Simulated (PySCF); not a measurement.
## Computed and reference excited states of carbonyl fluoride, `O=C(F)F`

Published values to compare with (the computed states carry no symmetry labels, so the two lists aren't matched line by line):

| state | E (eV) | f | kind of transition | source |
| --- | --- | --- | --- | --- |
| 3A2(n→π*) | 7.06 |  | vertical absorption | [1] |
| 1A2(n→π*) | 7.29 |  | vertical absorption | [2] |
| 1A2(n→π*) | 7.31 |  | vertical absorption | [1] |

[1] computed, theoretical best estimate (aug-cc-pVTZ, frozen core, CC3 geometry), gas; Veril, Scemama, Caffarel, Lipparini, Boggio-Pasqua, Jacquemin, Loos, WIREs Comput. Mol. Sci. 2021, 11, e1517 (QUESTDB)
[2] computed, theoretical best estimate (aug-cc-pVTZ), revised with CC4, gas; Loos, Lipparini, Matthews, Blondel, Jacquemin, revising reference values with EOM-CC4 (2022), arXiv:2204.11658

Compound: carbonyl fluoride, CF₂O.
Cartesian coordinates in Å at the PBE0-D3(BJ)/def2-SVP level; atoms count from 1:
```
atom  x, y, z in Å
O1    -0.347    1.057    0.794
C2    -0.063    0.028    0.312
F3     0.944   -0.731    0.657
F4    -0.699   -0.563   -0.665
```

Method used: TDDFT CAM-B3LYP/def2-SVPD, vertical, gas phase, core orbitals frozen in the response in PySCF.

Computed singlets: 7.10 eV (f 0.000); 9.23 eV (f 0.031); 10.14 eV (f 0.181); 10.33 eV (f 0.007); 10.64 eV (f 0.000); 10.84 eV (f 0.009).

Note on [2]: revises the 2021 QUESTDB value.
